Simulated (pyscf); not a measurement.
A first-order saddle from PySCF, ωB97X-D3(BJ)/def2-SVP:

```
Ge
H 1 1.5253
H 1 1.5351 2 111.51
H 1 1.5354 2 115.05 3 123.10
F 1 2.0387 2 107.60 3 -90.61
H 5 1.1098 1 78.16 2 -81.76
Sn 6 2.0607 5 162.27 1 -8.73
H 7 1.7168 6 111.49 5 -83.63
H 7 1.7174 8 107.09 6 110.65
H 7 1.7183 8 105.95 9 113.31
```

Surface: singlet, charge 0. Lowest wavenumbers (cm⁻¹): 852i, 80, 149, 178, 281.

### Question
What reaction is this the transition state of?

### Answer
H₃Ge–SnH₃ + HF <-> SnH₄ + F–GeH₃, a four-centre exchange read from left to right: Ge–Sn, F–H broken and H–Sn, F–Ge formed. At ωB97M-D3(BJ)/def2-TZVP it lies +42.9 kcal/mol from the left side and +47.3 kcal/mol from the right (each side as separated species at their lowest minima found). The same reactants have a lower exit, to F–SnH₂–GeH₃ + H₂ (barrier +26.4 kcal/mol at ωB97M-D3(BJ)/def2-TZVP, against +42.9 kcal/mol here). One saddle was located; it need not be the lowest between these sides. Elements up to Kr have no core potential and no relativistic terms here. Elements past Kr carry the def2 core potentials, without spin-orbit coupling.
